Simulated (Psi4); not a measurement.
Psi4 input (wB97X-D/6-311+G**):

```
memory 1500 MB

molecule {
0 2
C    -0.00000000   -0.00000000   -0.16050164
H     0.00000000    0.00000000    0.96300985
symmetry c1
no_reorient
no_com
}

set {
  basis 6-311+G**
  reference uks
  scf_type pk
  dft_radial_points 99
  dft_spherical_points 590
  e_convergence 1e-8
  d_convergence 1e-7
  maxiter 150
}

e = energy('wb97x-d')
print_out(f'\nFINAL {e:.10f} DIPOLE {variable("CURRENT DIPOLE")[0]:.6f} {variable("CURRENT DIPOLE")[1]:.6f} {variable("CURRENT DIPOLE")[2]:.6f}\n')
```

From the last part of the output:

```
              A
    DOCC [     3 ]
    SOCC [     1 ]
    NA   [     4 ]
    NB   [     3 ]

  @UKS Final Energy:   -38.47365362042155

   => Energetics <=

    Nuclear Repulsion Energy =              2.8260176173365168
    One-Electron Energy =                 -56.6378727102805755
    Two-Electron Energy =                  19.1612636073444520
    DFT Exchange-Correlation Energy =      -3.8230608034237679
    Empirical Dispersion Energy =          -0.0000013313981785
    VV10 Nonlocal Energy =                  0.0000000000000000
    Total Energy =                        -38.4736536204215511

  UHF NO Occupations:
  HONO-2 :    2  A 1.9996825
  HONO-1 :    3  A 1.9987613
  HONO-0 :    4  A 1.0000000
  LUNO+0 :    5  A 0.0012387
  LUNO+1 :    6  A 0.0003175
  LUNO+2 :    7  A 0.0000004
  LUNO+3 :    8  A 0.0000000

Computation Completed

Properties will be evaluated at   0.000000,   0.000000,   0.000000 [a0]

Properties computed using the SCF density matrix

 Multipole Moments:

 ------------------------------------------------------------------------------------
     Multipole            Electronic (a.u.)      Nuclear  (a.u.)        Total (a.u.)
 ------------------------------------------------------------------------------------

 L = 1.  Multiply by 2.5417464519 to convert [e a0] to [Debye]
 Dipole X            :          0.0000000            0.0000000            0.0000000
 Dipole Y            :         -0.0000000            0.0000000           -0.0000000
 Dipole Z            :          0.6435805            0.0000000            0.6435805
 Magnitude           :                                                    0.6435805

 ------------------------------------------------------------------------------------

FINAL -38.4736536204 DIPOLE 0.000000 -0.000000 0.643581

*** Psi4 exiting successfully. Buy a developer a beer!
```
